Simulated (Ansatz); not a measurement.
The inner images of a band of H4Si (5 atoms, charge 0, multiplicity 1) are given out of order.

Computed with RKS revPBE-D4/def2-SVP (Ansatz).

Initial state:

```xyz
5
Properties=species:S:1:pos:R:3
Si 0.241 0.000 0.171
H 0.241 0.000 1.674
H 1.659 0.000 -0.330
H -0.468 1.228 -0.331
H -0.468 -1.228 -0.331
```

Final state:

```xyz
5
Properties=species:S:1:pos:R:3
Si 0.241 0.000 -0.705
H 0.696 0.000 1.078
H 1.401 0.000 0.589
H -0.565 1.135 -0.054
H -0.565 -1.135 -0.054
```

Put them in order from the first end to the last, with their energies above the first end.
A.
```xyz
5
Properties=species:S:1:pos:R:3
Si 0.240 0.000 -0.359
H 0.474 0.000 1.211
H 1.585 0.000 0.300
H -0.546 1.250 -0.149
H -0.546 -1.250 -0.149
```
B.
```xyz
5
Properties=species:S:1:pos:R:3
Si 0.227 0.000 -0.202
H 0.406 0.000 1.298
H 1.663 0.000 0.162
H -0.545 1.270 -0.202
H -0.545 -1.270 -0.202
```
C.
```xyz
5
Properties=species:S:1:pos:R:3
Si 0.246 0.000 -0.509
H 0.570 0.000 1.141
H 1.483 0.000 0.427
H -0.546 1.221 -0.102
H -0.546 -1.221 -0.102
```
D.
```xyz
5
Properties=species:S:1:pos:R:3
Si 0.224 0.000 0.072
H 0.317 0.000 1.546
H 1.702 0.000 -0.171
H -0.519 1.256 -0.296
H -0.519 -1.256 -0.296
```
E.
```xyz
5
Properties=species:S:1:pos:R:3
Si 0.218 0.000 -0.054
H 0.363 0.000 1.411
H 1.705 0.000 -0.003
H -0.540 1.274 -0.250
H -0.540 -1.274 -0.250
```

D (+16.2 kJ/mol), E (+64.9 kJ/mol), B (+134.5 kJ/mol), A (+195.4 kJ/mol), C (+218.9 kJ/mol).

Run time: 24 s on 1 thread of Intel(R) Xeon(R) Platinum 8259CL CPU @ 2.50GHz (Skylake/Cascade Lake), with other jobs on the host, peak memory 0.1 GiB.
